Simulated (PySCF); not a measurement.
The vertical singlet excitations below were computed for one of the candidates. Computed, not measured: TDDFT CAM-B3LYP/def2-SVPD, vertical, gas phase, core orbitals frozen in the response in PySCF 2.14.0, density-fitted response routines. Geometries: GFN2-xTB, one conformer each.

```json
{"state": "S1", "E (eV)": "5.89", "f": "0.0000"}
{"state": "S2", "E (eV)": "6.00", "f": "0.034"}
{"state": "S3", "E (eV)": "6.07", "f": "0.049"}
{"state": "S4", "E (eV)": "6.10", "f": "0.052"}
{"state": "S5", "E (eV)": "6.41", "f": "0.014"}
{"state": "S6", "E (eV)": "6.66", "f": "0.044"}
{"state": "S7", "E (eV)": "6.89", "f": "0.0086"}
{"state": "S8", "E (eV)": "7.00", "f": "0.064"}
```

Orbital energies (eV): HOMO-3 -11.20, HOMO-2 -10.69, HOMO-1 -7.78, HOMO -7.76, LUMO 0.98, LUMO+1 1.47, LUMO+2 1.58.

Task: Which candidate is it?
A. `CC(C)[P@@H](C)=S`
B. `C=PC1CCC1`
C. `CCC1=CP1C`
D. `C#CP(=C)(C)C`

Result: A. Its S1, at 5.89 eV, is the highest among the candidates; the nearest of the others has S1 at 5.29 eV. S1 is HOMO→LUMO+1 (29%), HOMO→LUMO (26%), HOMO-1→LUMO (16%). Löwdin shares by element: HOMO (one of a set within 0.03 eV) sulfur 74%, phosphorus 15%, carbon 6% or more; LUMO hydrogen 19% or more, carbon 15% or more, sulfur 11% (atoms not listed hold the other 56%). At the same level the other candidates give, for their lowest levels:
- `C=PC1CCC1`: 4.39 eV (f 0.007); 5.39 eV (f 0.167); 6.09 eV (f 0.005); 6.83 eV (f 0.015); 6.92 eV (f 0.003); T1 2.76 eV; HOMO -8.47, LUMO -0.45 eV
- `CCC1=CP1C`: 5.29 eV (f 0.004); 5.75 eV (f 0.022); 5.82 eV (f 0.012); 6.44 eV (f 0.009); 6.55 eV (f 0.065); T1 4.13 eV; HOMO -7.64, LUMO 1.18 eV
- `C#CP(=C)(C)C`: 4.42 eV (f 0.025); 4.92 eV (f 0.048); 5.13 eV (f 0.037); 6.09 eV (f 0.019); 6.18 eV (f 0.011); T1 3.96 eV; HOMO -6.61, LUMO 0.91 eV

Conformer computed: `[CH3:1][CH:2]([CH3:3])[P@@H:4]([CH3:5])=[S:6]`: C1–C2–P4–C5 -70°.
Triplets come from the Tamm–Dancoff approximation.
